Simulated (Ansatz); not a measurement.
The first iterations of a band of C₂HClO₂ (6 atoms, charge 0, multiplicity 1).

The calculation used RKS B3LYP/def2-SVP (Ansatz 0.2.0).

* movable images: 7
* climbing image: yes
* spring: 5.0 eV/Å²
* optimiser: lbfgs
* start path: through a guess of the saddle point
* force threshold: 0.05 eV/Å
* iteration limit: 60
* end points: relaxed
* largest step: 0.5 Å

Image 0:

```xyz
6
Properties=species:S:1:pos:R:3
O 0.637 -2.234 -0.076
C 0.341 -1.106 -0.127
C 0.011 0.179 -0.193
O 0.270 1.056 0.811
Cl -0.654 0.759 -1.715
H -0.563 1.282 1.255
```

Image 8:

```xyz
6
Properties=species:S:1:pos:R:3
O 0.510 -1.554 0.836
C -0.198 -0.731 0.336
C 0.397 0.572 -0.254
O 1.540 0.869 -0.253
Cl -0.900 1.598 -0.958
H -1.307 -0.817 0.248
```

| iteration | highest image above the first end (eV) | largest band force component (eV/Å) |
| --- | --- | --- |
| 1 | 5.045 | 10.881 |
| 2 | 5.285 | 27.816 |
| 3 | 13.618 | 49.037 |
| 4 | 5.564 | 10.454 |
| 5 | 3.539 | 6.208 |
| 6 | 3.483 | 10.432 |
| 7 | 4.119 | 12.202 |
| 8 | 3.909 | 21.353 |
| 9 | 2.806 | 5.559 |
| 10 | 2.731 | 2.759 |
| 11 | 2.718 | 6.906 |
| 12 | 3.017 | 11.197 |
| 13 | 3.694 | 27.059 |
| 14 | 2.693 | 5.109 |
| 15 | 2.691 | 2.074 |
| 16 | 2.683 | 3.150 |
| 17 | 2.675 | 6.810 |
| 18 | 2.667 | 18.968 |
| 19 | 2.669 | 2.004 |
| 20 | 2.667 | 1.091 |

Task: Does the band converge within its limit, and where does its top end?

Result: It did not converge within its limit. It ended after 60 iterations with the highest image 1.591 eV above the first end. The band didn't meet its force threshold, so its energies are provisional: the largest band force was still 1.73 eV/Å, and over the last iterations the top moved between 1.57 and 1.59 eV. Inner images lie below an end point, which means an intermediate or an end that isn't the lowest structure nearby. The orbitals stay closed-shell, which can raise the energy where a bond breaks towards radicals; this wasn't checked here.

Run time: 18 min on 1 thread of Arm Neoverse V1 (shared host), peak memory 0.16 GiB.
